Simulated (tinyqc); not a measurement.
Inside a calculation (part 2 of 3). Method: RHF in the sto-6g basis, for CH3-, spin multiplicity 1. The basis has no diffuse functions, so it cannot describe the extra electron: this is an exercise in the method, not the real anion. Computed by tinyqc, a small Python program that keeps every step (integrals from PySCF). Command: `OMP_NUM_THREADS=1 python tinyqc.py 24964 24965 out.jsonl` (the two numbers bound the seeds that draw the settings). One thread of a shared host (Intel(R) Xeon(R) Processor @ 2.60GHz), about 0.2 s of CPU time with the checks.

Geometry (angstrom):
```
atom          x          y         z
C      0.000000   0.000000  0.010000
H      1.158000   0.000000  0.000000
H     -0.579000   1.003000  0.000000
H     -0.579000  -1.003000  0.000000
```

## Iteration 1: building the Fock matrix

D at the start, order 1C 1s, 1C 2s, 1C 2px, 1C 2py, 1C 2pz, 2H 1s, 3H 1s, 4H 1s:
$$\begin{pmatrix}
2.043188 & -0.148348 & 0.000020 & 0.000000 & -0.002740 & -0.143650 & -0.143636 & -0.143636 \\
-0.148348 & 0.777160 & -0.000081 & 0.000000 & 0.009510 & 0.307281 & 0.307275 & 0.307275 \\
0.000020 & -0.000081 & 1.095883 & 0.000000 & 0.000001 & 0.475185 & -0.237608 & -0.237608 \\
0.000000 & 0.000000 & 0.000000 & 1.095919 & 0.000000 & 0.000000 & 0.411515 & -0.411515 \\
-0.002740 & 0.009510 & 0.000001 & 0.000000 & 1.999934 & -0.001709 & -0.001709 & -0.001709 \\
-0.143650 & 0.307281 & 0.475185 & 0.000000 & -0.001709 & 0.331169 & 0.022072 & 0.022072 \\
-0.143636 & 0.307275 & -0.237608 & 0.411515 & -0.001709 & 0.022072 & 0.331117 & 0.022071 \\
-0.143636 & 0.307275 & -0.237608 & -0.411515 & -0.001709 & 0.022072 & 0.022071 & 0.331117
\end{pmatrix}$$

core Hamiltonian H = T + V (hartree), order 1C 1s, 1C 2s, 1C 2px, 1C 2py, 1C 2pz, 2H 1s, 3H 1s, 4H 1s:
$$\begin{pmatrix}
-19.310098 & -4.444624 & -0.000005 & 0.000000 & 0.000410 & -1.017352 & -1.017065 & -1.017065 \\
-4.444624 & -6.010124 & -0.000043 & 0.000000 & 0.004096 & -2.375721 & -2.375280 & -2.375280 \\
-0.000005 & -0.000043 & -5.079634 & 0.000000 & 0.000000 & -2.011695 & 1.005593 & 1.005593 \\
0.000000 & 0.000000 & 0.000000 & -5.079634 & 0.000000 & 0.000000 & -1.742005 & 1.742005 \\
0.000410 & 0.004096 & 0.000000 & 0.000000 & -4.909952 & 0.018263 & 0.018259 & 0.018259 \\
-1.017352 & -2.375721 & -2.011695 & 0.000000 & 0.018263 & -3.695435 & -0.599040 & -0.599040 \\
-1.017065 & -2.375280 & 1.005593 & -1.742005 & 0.018259 & -0.599040 & -3.695141 & -0.598835 \\
-1.017065 & -2.375280 & 1.005593 & 1.742005 & 0.018259 & -0.599040 & -0.598835 & -3.695141
\end{pmatrix}$$

nuclear repulsion = 9.01610909 hartree

Given earlier and not repeated: Two-electron integrals (ij|kl) in chemists' order.

J_ij = sum D_kl (ij|kl), K_ij = sum D_kl (ik|jl); F = H + J - 0.5 K; E = tr D H + tr D J / 2 - 0.25 tr D K + E_nn.

Coulomb J (hartree), order 1C 1s, 1C 2s, 1C 2px, 1C 2py, 1C 2pz, 2H 1s, 3H 1s, 4H 1s:
$$\begin{pmatrix}
12.948566 & 2.441825 & 0.000002 & 0.000000 & 0.000052 & 0.567649 & 0.567488 & 0.567488 \\
2.441825 & 6.264651 & 0.000016 & 0.000000 & -0.000762 & 2.433101 & 2.432652 & 2.432652 \\
0.000002 & 0.000016 & 6.275072 & 0.000000 & 0.000000 & 2.228547 & -1.113992 & -1.113992 \\
0.000000 & 0.000000 & 0.000000 & 6.275073 & 0.000000 & 0.000000 & 1.929773 & -1.929773 \\
0.000052 & -0.000762 & 0.000000 & 0.000000 & 6.243807 & -0.019441 & -0.019436 & -0.019436 \\
0.567649 & 2.433101 & 2.228547 & 0.000000 & -0.019441 & 4.288373 & 0.590014 & 0.590014 \\
0.567488 & 2.432652 & -1.113992 & 1.929773 & -0.019436 & 0.590014 & 4.288047 & 0.589808 \\
0.567488 & 2.432652 & -1.113992 & -1.929773 & -0.019436 & 0.590014 & 0.589808 & 4.288047
\end{pmatrix}$$

exchange K (hartree), order 1C 1s, 1C 2s, 1C 2px, 1C 2py, 1C 2pz, 2H 1s, 3H 1s, 4H 1s:
$$\begin{pmatrix}
7.194352 & 1.231090 & 0.000001 & 0.000000 & -0.000242 & 0.297800 & 0.297716 & 0.297716 \\
1.231090 & 1.870101 & 0.000009 & 0.000000 & 0.001316 & 0.876998 & 0.876862 & 0.876862 \\
0.000001 & 0.000009 & 1.542849 & 0.000000 & 0.000000 & 0.776096 & -0.387974 & -0.387974 \\
0.000000 & 0.000000 & 0.000000 & 1.542848 & 0.000000 & 0.000000 & 0.672066 & -0.672066 \\
-0.000242 & 0.001316 & 0.000000 & 0.000000 & 1.675971 & -0.006166 & -0.006165 & -0.006165 \\
0.297800 & 0.876998 & 0.776096 & 0.000000 & -0.006166 & 1.077100 & 0.236330 & 0.236330 \\
0.297716 & 0.876862 & -0.387974 & 0.672066 & -0.006165 & 0.236330 & 1.076917 & 0.236251 \\
0.297716 & 0.876862 & -0.387974 & -0.672066 & -0.006165 & 0.236330 & 0.236251 & 1.076917
\end{pmatrix}$$

Fock matrix F (hartree), order 1C 1s, 1C 2s, 1C 2px, 1C 2py, 1C 2pz, 2H 1s, 3H 1s, 4H 1s:
$$\begin{pmatrix}
-9.958708 & -2.618344 & -0.000004 & 0.000000 & 0.000583 & -0.598603 & -0.598435 & -0.598435 \\
-2.618344 & -0.680523 & -0.000031 & 0.000000 & 0.002676 & -0.381118 & -0.381060 & -0.381060 \\
-0.000004 & -0.000031 & 0.424014 & 0.000000 & 0.000000 & -0.171195 & 0.085588 & 0.085588 \\
0.000000 & 0.000000 & 0.000000 & 0.424016 & 0.000000 & 0.000000 & -0.148264 & 0.148264 \\
0.000583 & 0.002676 & 0.000000 & 0.000000 & 0.495869 & 0.001906 & 0.001905 & 0.001905 \\
-0.598603 & -0.381118 & -0.171195 & 0.000000 & 0.001906 & 0.054389 & -0.127191 & -0.127191 \\
-0.598435 & -0.381060 & 0.085588 & -0.148264 & 0.001905 & -0.127191 & 0.054447 & -0.127152 \\
-0.598435 & -0.381060 & 0.085588 & 0.148264 & 0.001905 & -0.127191 & -0.127152 & 0.054447
\end{pmatrix}$$

total energy of this density = -38.76574189 hartree

## Iteration 1: diagonalisation and new density

X, order 1C 1s, 1C 2s, 1C 2px, 1C 2py, 1C 2pz, 2H 1s, 3H 1s, 4H 1s:
$$\begin{pmatrix}
1.026489 & -0.156301 & -0.000003 & 0.000000 & 0.000247 & 0.021983 & 0.021981 & 0.021981 \\
-0.156301 & 1.354611 & 0.000053 & 0.000000 & -0.002742 & -0.301285 & -0.301202 & -0.301202 \\
-0.000003 & 0.000053 & 1.164064 & 0.000000 & 0.000000 & -0.313228 & 0.156567 & 0.156567 \\
0.000000 & 0.000000 & 0.000000 & 1.164053 & 0.000000 & 0.000000 & -0.271220 & 0.271220 \\
0.000247 & -0.002742 & 0.000000 & 0.000000 & 1.000023 & 0.002501 & 0.002501 & 0.002501 \\
0.021983 & -0.301285 & -0.313228 & 0.000000 & 0.002501 & 1.220644 & -0.027416 & -0.027416 \\
0.021981 & -0.301202 & 0.156567 & -0.271220 & 0.002501 & -0.027416 & 1.220562 & -0.027416 \\
0.021981 & -0.301202 & 0.156567 & 0.271220 & 0.002501 & -0.027416 & -0.027416 & 1.220562
\end{pmatrix}$$

Diagonalise F' = X^T F X, C = X C', fill 5 alpha and 5 beta electrons from the bottom; D = 2 C_occ C_occ^T. Each column has its largest component positive (the first on a tie).

F' = X^T F X (hartree):
$$\begin{pmatrix}
-9.743187 & -1.485436 & -0.000005 & 0.000000 & 0.000948 & -0.083335 & -0.083282 & -0.083282 \\
-1.485436 & 0.326210 & 0.000047 & 0.000000 & -0.002164 & -0.403772 & -0.403687 & -0.403687 \\
-0.000005 & 0.000047 & 0.788516 & 0.000000 & -0.000001 & -0.499498 & 0.249700 & 0.249700 \\
0.000000 & 0.000000 & 0.000000 & 0.788505 & 0.000000 & 0.000000 & -0.432534 & 0.432534 \\
0.000948 & -0.002164 & -0.000001 & 0.000000 & 0.495913 & 0.003631 & 0.003630 & 0.003630 \\
-0.083335 & -0.403772 & -0.499498 & 0.000000 & 0.003631 & 0.478555 & -0.067473 & -0.067473 \\
-0.083282 & -0.403687 & 0.249700 & -0.432534 & 0.003630 & -0.067473 & 0.478486 & -0.067464 \\
-0.083282 & -0.403687 & 0.249700 & 0.432534 & 0.003630 & -0.067473 & -0.067464 & 0.478486
\end{pmatrix}$$

orbital energies (hartree): MO1 -9.963488, MO2 -0.233030, MO3 0.043625, MO4 0.043642, MO5 0.495874, MO6 1.123150, MO7 1.290829, MO8 1.290881

coefficients C, order 1C 1s, 1C 2s, 1C 2px, 1C 2py, 1C 2pz, 2H 1s, 3H 1s, 4H 1s:
$$\begin{pmatrix}
0.993766 & -0.187502 & 0.000000 & 0.000009 & -0.002730 & -0.238375 & 0.000000 & -0.000140 \\
0.028670 & 0.498422 & 0.000000 & -0.000051 & 0.012231 & 1.371943 & 0.000000 & 0.000887 \\
0.000002 & 0.000027 & 0.000000 & 0.442339 & 0.000000 & -0.000595 & 0.000000 & 1.143030 \\
0.000000 & 0.000000 & 0.442325 & 0.000000 & 0.000000 & 0.000000 & 1.143018 & 0.000000 \\
-0.000123 & -0.002979 & 0.000000 & 0.000000 & 0.999930 & -0.014212 & 0.000000 & -0.000009 \\
-0.005843 & 0.311270 & 0.000000 & 0.588692 & -0.002331 & -0.668364 & 0.000000 & -0.889185 \\
-0.005842 & 0.311217 & 0.509846 & -0.294391 & -0.002331 & -0.669047 & -0.769638 & 0.443949 \\
-0.005842 & 0.311217 & -0.509846 & -0.294391 & -0.002331 & -0.669047 & 0.769638 & 0.443949
\end{pmatrix}$$

D after iteration 1, order 1C 1s, 1C 2s, 1C 2px, 1C 2py, 1C 2pz, 2H 1s, 3H 1s, 4H 1s:
$$\begin{pmatrix}
2.045472 & -0.129993 & 0.000001 & 0.000000 & -0.004588 & -0.128318 & -0.128311 & -0.128311 \\
-0.129993 & 0.498792 & -0.000018 & 0.000000 & 0.021484 & 0.309835 & 0.309873 & 0.309873 \\
0.000001 & -0.000018 & 0.391328 & 0.000000 & 0.000001 & 0.520820 & -0.260424 & -0.260424 \\
0.000000 & 0.000000 & 0.000000 & 0.391303 & 0.000000 & 0.000000 & 0.451035 & -0.451035 \\
-0.004588 & 0.021484 & 0.000001 & 0.000000 & 1.999740 & -0.006514 & -0.006514 & -0.006514 \\
-0.128318 & 0.309835 & 0.520820 & 0.000000 & -0.006514 & 0.886973 & -0.152787 & -0.152787 \\
-0.128311 & 0.309873 & -0.260424 & 0.451035 & -0.006514 & -0.152787 & 0.887008 & -0.152763 \\
-0.128311 & 0.309873 & -0.260424 & -0.451035 & -0.006514 & -0.152787 & -0.152763 & 0.887008
\end{pmatrix}$$

## Iteration 2: building the Fock matrix

As before.

Coulomb J (hartree), order 1C 1s, 1C 2s, 1C 2px, 1C 2py, 1C 2pz, 2H 1s, 3H 1s, 4H 1s:
$$\begin{pmatrix}
12.296683 & 2.293188 & 0.000005 & 0.000000 & 0.000325 & 0.534012 & 0.533860 & 0.533860 \\
2.293188 & 5.931982 & 0.000031 & 0.000000 & -0.000398 & 2.344543 & 2.344116 & 2.344116 \\
0.000005 & 0.000031 & 5.944743 & 0.000000 & 0.000000 & 2.172399 & -1.085925 & -1.085925 \\
0.000000 & 0.000000 & 0.000000 & 5.944751 & 0.000000 & 0.000000 & 1.881161 & -1.881161 \\
0.000325 & -0.000398 & 0.000000 & 0.000000 & 5.906453 & -0.018899 & -0.018894 & -0.018894 \\
0.534012 & 2.344543 & 2.172399 & 0.000000 & -0.018899 & 4.294226 & 0.571098 & 0.571098 \\
0.533860 & 2.344116 & -1.085925 & 1.881161 & -0.018894 & 0.571098 & 4.293969 & 0.570898 \\
0.533860 & 2.344116 & -1.085925 & -1.881161 & -0.018894 & 0.571098 & 0.570898 & 4.293969
\end{pmatrix}$$

exchange K (hartree), order 1C 1s, 1C 2s, 1C 2px, 1C 2py, 1C 2pz, 2H 1s, 3H 1s, 4H 1s:
$$\begin{pmatrix}
7.180000 & 1.177970 & 0.000002 & 0.000000 & -0.000049 & 0.288177 & 0.288096 & 0.288096 \\
1.177970 & 1.647673 & 0.000055 & 0.000000 & 0.004811 & 0.855473 & 0.855348 & 0.855348 \\
0.000002 & 0.000055 & 1.187919 & 0.000000 & -0.000001 & 0.789040 & -0.394445 & -0.394445 \\
0.000000 & 0.000000 & 0.000000 & 1.187886 & 0.000000 & 0.000000 & 0.683280 & -0.683280 \\
-0.000049 & 0.004811 & -0.000001 & 0.000000 & 1.606383 & -0.006575 & -0.006573 & -0.006573 \\
0.288177 & 0.855473 & 0.789040 & 0.000000 & -0.006575 & 1.348057 & 0.213863 & 0.213863 \\
0.288096 & 0.855348 & -0.394445 & 0.683280 & -0.006573 & 0.213863 & 1.347976 & 0.213789 \\
0.288096 & 0.855348 & -0.394445 & -0.683280 & -0.006573 & 0.213863 & 0.213789 & 1.347976
\end{pmatrix}$$

Fock matrix F (hartree), order 1C 1s, 1C 2s, 1C 2px, 1C 2py, 1C 2pz, 2H 1s, 3H 1s, 4H 1s:
$$\begin{pmatrix}
-10.603415 & -2.740420 & -0.000001 & 0.000000 & 0.000759 & -0.627429 & -0.627253 & -0.627253 \\
-2.740420 & -0.901979 & -0.000039 & 0.000000 & 0.001293 & -0.458914 & -0.458839 & -0.458839 \\
-0.000001 & -0.000039 & 0.271149 & 0.000000 & 0.000001 & -0.233815 & 0.116890 & 0.116890 \\
0.000000 & 0.000000 & 0.000000 & 0.271174 & 0.000000 & 0.000000 & -0.202484 & 0.202484 \\
0.000759 & 0.001293 & 0.000001 & 0.000000 & 0.193310 & 0.002652 & 0.002651 & 0.002651 \\
-0.627429 & -0.458914 & -0.233815 & 0.000000 & 0.002652 & -0.075237 & -0.134874 & -0.134874 \\
-0.627253 & -0.458839 & 0.116890 & -0.202484 & 0.002651 & -0.134874 & -0.075161 & -0.134831 \\
-0.627253 & -0.458839 & 0.116890 & 0.202484 & 0.002651 & -0.134874 & -0.134831 & -0.075161
\end{pmatrix}$$

total energy of this density = -39.15539670 hartree

## Iteration 2: DIIS over 2 matrices

error matrix X^T (FDS - SDF) X:
$$\begin{pmatrix}
0.000000 & -0.064327 & -0.000005 & 0.000000 & 0.000960 & 0.041820 & 0.041814 & 0.041814 \\
0.064327 & 0.000000 & -0.000001 & 0.000000 & -0.001300 & -0.074823 & -0.074816 & -0.074816 \\
0.000005 & 0.000001 & 0.000000 & 0.000000 & 0.000000 & -0.012850 & 0.006421 & 0.006421 \\
0.000000 & 0.000000 & 0.000000 & 0.000000 & 0.000000 & 0.000000 & -0.011122 & 0.011122 \\
-0.000960 & 0.001300 & 0.000000 & 0.000000 & 0.000000 & 0.000272 & 0.000272 & 0.000272 \\
-0.041820 & 0.074823 & 0.012850 & 0.000000 & -0.000272 & 0.000000 & 0.000000 & 0.000000 \\
-0.041814 & 0.074816 & -0.006421 & 0.011122 & -0.000272 & 0.000000 & 0.000000 & 0.000000 \\
-0.041814 & 0.074816 & -0.006421 & -0.011122 & -0.000272 & 0.000000 & 0.000000 & 0.000000
\end{pmatrix}$$

B (overlaps of the stored error matrices):
$$\begin{pmatrix}
2.2809596e+00 & -3.6957916e-02 \\
-3.6957916e-02 & 5.3350063e-02
\end{pmatrix}$$

Minimise |sum c_i e_i|^2 with sum c_i = 1: solve [B -1; -1 0][c; lambda] = [0; -1] with B_ij = tr e_i^T e_j, and take F = sum c_i F_i.

DIIS coefficients: [0.037500, 0.962500]

extrapolated F (hartree), order 1C 1s, 1C 2s, 1C 2px, 1C 2py, 1C 2pz, 2H 1s, 3H 1s, 4H 1s:
$$\begin{pmatrix}
-10.579238 & -2.735842 & -0.000001 & 0.000000 & 0.000753 & -0.626348 & -0.626172 & -0.626172 \\
-2.735842 & -0.893674 & -0.000039 & 0.000000 & 0.001345 & -0.455997 & -0.455922 & -0.455922 \\
-0.000001 & -0.000039 & 0.276881 & 0.000000 & 0.000001 & -0.231467 & 0.115716 & 0.115716 \\
0.000000 & 0.000000 & 0.000000 & 0.276906 & 0.000000 & 0.000000 & -0.200451 & 0.200451 \\
0.000753 & 0.001345 & 0.000001 & 0.000000 & 0.204656 & 0.002624 & 0.002623 & 0.002623 \\
-0.626348 & -0.455997 & -0.231467 & 0.000000 & 0.002624 & -0.070376 & -0.134585 & -0.134585 \\
-0.626172 & -0.455922 & 0.115716 & -0.200451 & 0.002623 & -0.134585 & -0.070300 & -0.134543 \\
-0.626172 & -0.455922 & 0.115716 & 0.200451 & 0.002623 & -0.134585 & -0.134543 & -0.070300
\end{pmatrix}$$

## Iteration 2: diagonalisation and new density

As before.

F' = X^T F X (hartree):
$$\begin{pmatrix}
-10.366945 & -1.495473 & 0.000001 & 0.000000 & 0.001257 & -0.092321 & -0.092264 & -0.092264 \\
-1.495473 & 0.107168 & 0.000034 & 0.000000 & -0.003710 & -0.407700 & -0.407620 & -0.407620 \\
0.000001 & 0.000034 & 0.637793 & 0.000000 & 0.000000 & -0.496402 & 0.248155 & 0.248155 \\
0.000000 & 0.000000 & 0.000000 & 0.637805 & 0.000000 & 0.000000 & -0.429856 & 0.429856 \\
0.001257 & -0.003710 & 0.000000 & 0.000000 & 0.204704 & 0.003970 & 0.003969 & 0.003969 \\
-0.092321 & -0.407700 & -0.496402 & 0.000000 & 0.003970 & 0.359229 & -0.053013 & -0.053013 \\
-0.092264 & -0.407620 & 0.248155 & -0.429856 & 0.003969 & -0.053013 & 0.359178 & -0.053008 \\
-0.092264 & -0.407620 & 0.248155 & 0.429856 & 0.003969 & -0.053013 & -0.053008 & 0.359178
\end{pmatrix}$$

orbital energies (hartree): MO1 -10.582362, MO2 -0.389635, MO3 -0.093292, MO4 -0.093291, MO5 0.204638, MO6 0.965459, MO7 1.143282, MO8 1.143312

coefficients C, order 1C 1s, 1C 2s, 1C 2px, 1C 2py, 1C 2pz, 2H 1s, 3H 1s, 4H 1s:
$$\begin{pmatrix}
0.995094 & -0.196161 & 0.000013 & 0.000000 & -0.002656 & -0.225524 & 0.000000 & -0.000107 \\
0.022617 & 0.566173 & -0.000065 & 0.000000 & 0.012743 & 1.345511 & 0.000000 & 0.000719 \\
0.000001 & 0.000038 & 0.449330 & 0.000000 & 0.000000 & -0.000465 & 0.000000 & 1.140300 \\
0.000000 & 0.000000 & 0.000000 & 0.449314 & 0.000000 & 0.000000 & 1.140289 & 0.000000 \\
-0.000119 & -0.002619 & 0.000000 & 0.000000 & 0.999922 & -0.014873 & 0.000000 & -0.000008 \\
-0.004459 & 0.277587 & 0.583236 & 0.000000 & -0.003191 & -0.683138 & 0.000000 & -0.892705 \\
-0.004458 & 0.277523 & -0.291667 & 0.505125 & -0.003192 & -0.683673 & -0.772744 & 0.445813 \\
-0.004458 & 0.277523 & -0.291667 & -0.505125 & -0.003192 & -0.683673 & 0.772744 & 0.445813
\end{pmatrix}$$

D after iteration 2, order 1C 1s, 1C 2s, 1C 2px, 1C 2py, 1C 2pz, 2H 1s, 3H 1s, 4H 1s:
$$\begin{pmatrix}
2.057395 & -0.177178 & -0.000001 & 0.000000 & -0.004521 & -0.117745 & -0.117741 & -0.117741 \\
-0.177178 & 0.642452 & -0.000015 & 0.000000 & 0.022512 & 0.313966 & 0.314007 & 0.314007 \\
-0.000001 & -0.000015 & 0.403795 & 0.000000 & 0.000000 & 0.524152 & -0.262089 & -0.262089 \\
0.000000 & 0.000000 & 0.000000 & 0.403766 & 0.000000 & 0.000000 & 0.453919 & -0.453919 \\
-0.004521 & 0.022512 & 0.000000 & 0.000000 & 1.999701 & -0.007835 & -0.007835 & -0.007835 \\
-0.117745 & 0.313966 & 0.524152 & 0.000000 & -0.007835 & 0.834497 & -0.186087 & -0.186087 \\
-0.117741 & 0.314007 & -0.262089 & 0.453919 & -0.007835 & -0.186087 & 0.834540 & -0.186064 \\
-0.117741 & 0.314007 & -0.262089 & -0.453919 & -0.007835 & -0.186087 & -0.186064 & 0.834540
\end{pmatrix}$$

Within a degenerate level the vectors are fixed only up to a rotation; this is one choice.

## Iteration 7 (converged): orbitals

converged F (hartree), order 1C 1s, 1C 2s, 1C 2px, 1C 2py, 1C 2pz, 2H 1s, 3H 1s, 4H 1s:
$$\begin{pmatrix}
-10.540373 & -2.724067 & -0.000001 & 0.000000 & 0.000816 & -0.624078 & -0.623904 & -0.623904 \\
-2.724067 & -0.900560 & -0.000040 & 0.000000 & 0.001456 & -0.454969 & -0.454893 & -0.454893 \\
-0.000001 & -0.000040 & 0.295269 & 0.000000 & 0.000001 & -0.227195 & 0.113581 & 0.113581 \\
0.000000 & 0.000000 & 0.000000 & 0.295295 & 0.000000 & 0.000000 & -0.196751 & 0.196751 \\
0.000816 & 0.001456 & 0.000001 & 0.000000 & 0.218130 & 0.002875 & 0.002875 & 0.002875 \\
-0.624078 & -0.454969 & -0.227195 & 0.000000 & 0.002875 & -0.063981 & -0.129998 & -0.129998 \\
-0.623904 & -0.454893 & 0.113581 & -0.196751 & 0.002875 & -0.129998 & -0.063904 & -0.129956 \\
-0.623904 & -0.454893 & 0.113581 & 0.196751 & 0.002875 & -0.129998 & -0.129956 & -0.063904
\end{pmatrix}$$

As before.

F' = X^T F X (hartree):
$$\begin{pmatrix}
-10.329632 & -1.485790 & 0.000001 & 0.000000 & 0.001317 & -0.092540 & -0.092483 & -0.092483 \\
-1.485790 & 0.092858 & 0.000032 & 0.000000 & -0.003825 & -0.408142 & -0.408062 & -0.408062 \\
0.000001 & 0.000032 & 0.658303 & 0.000000 & 0.000000 & -0.496978 & 0.248443 & 0.248443 \\
0.000000 & 0.000000 & 0.000000 & 0.658318 & 0.000000 & 0.000000 & -0.430355 & 0.430355 \\
0.001317 & -0.003825 & 0.000000 & 0.000000 & 0.218182 & 0.004298 & 0.004297 & 0.004297 \\
-0.092540 & -0.408142 & -0.496978 & 0.000000 & 0.004298 & 0.365258 & -0.047496 & -0.047496 \\
-0.092483 & -0.408062 & 0.248443 & -0.430355 & 0.004297 & -0.047496 & 0.365207 & -0.047492 \\
-0.092483 & -0.408062 & 0.248443 & 0.430355 & 0.004297 & -0.047496 & -0.047492 & 0.365207
\end{pmatrix}$$

orbital energies (hartree): MO1 -10.543411, MO2 -0.389339, MO3 -0.085374, MO4 -0.085372, MO5 0.218106, MO6 0.966287, MO7 1.156389, MO8 1.156417

coefficients C, order 1C 1s, 1C 2s, 1C 2px, 1C 2py, 1C 2pz, 2H 1s, 3H 1s, 4H 1s:
$$\begin{pmatrix}
0.995152 & -0.198824 & 0.000013 & 0.000000 & -0.002882 & -0.222917 & 0.000000 & -0.000098 \\
0.022314 & 0.582565 & -0.000065 & 0.000000 & 0.014045 & 1.338487 & 0.000000 & 0.000669 \\
0.000001 & 0.000038 & 0.440407 & 0.000000 & 0.000000 & -0.000426 & 0.000000 & 1.143776 \\
0.000000 & 0.000000 & 0.000000 & 0.440390 & 0.000000 & 0.000000 & 1.143765 & 0.000000 \\
-0.000124 & -0.002970 & 0.000000 & 0.000000 & 0.999908 & -0.015739 & 0.000000 & -0.000007 \\
-0.004347 & 0.269218 & 0.590190 & 0.000000 & -0.003763 & -0.686509 & 0.000000 & -0.888097 \\
-0.004346 & 0.269155 & -0.295144 & 0.511148 & -0.003764 & -0.686992 & -0.768774 & 0.443543 \\
-0.004346 & 0.269155 & -0.295144 & -0.511148 & -0.003764 & -0.686992 & 0.768774 & 0.443543
\end{pmatrix}$$

D after iteration 7, order 1C 1s, 1C 2s, 1C 2px, 1C 2py, 1C 2pz, 2H 1s, 3H 1s, 4H 1s:
$$\begin{pmatrix}
2.059733 & -0.187325 & -0.000002 & 0.000000 & -0.004829 & -0.115669 & -0.115665 & -0.115665 \\
-0.187325 & 0.680154 & -0.000013 & 0.000000 & 0.024621 & 0.313298 & 0.313339 & 0.313339 \\
-0.000002 & -0.000013 & 0.387916 & 0.000000 & 0.000000 & 0.519868 & -0.259947 & -0.259947 \\
0.000000 & 0.000000 & 0.000000 & 0.387886 & 0.000000 & 0.000000 & 0.450208 & -0.450208 \\
-0.004829 & 0.024621 & 0.000000 & 0.000000 & 1.999648 & -0.009123 & -0.009124 & -0.009124 \\
-0.115669 & 0.313298 & 0.519868 & 0.000000 & -0.009123 & 0.841672 & -0.203394 & -0.203394 \\
-0.115665 & 0.313339 & -0.259947 & 0.450208 & -0.009124 & -0.203394 & 0.841718 & -0.203369 \\
-0.115665 & 0.313339 & -0.259947 & -0.450208 & -0.009124 & -0.203394 & -0.203369 & 0.841718
\end{pmatrix}$$

Within a degenerate level the vectors are fixed only up to a rotation; this is one choice.
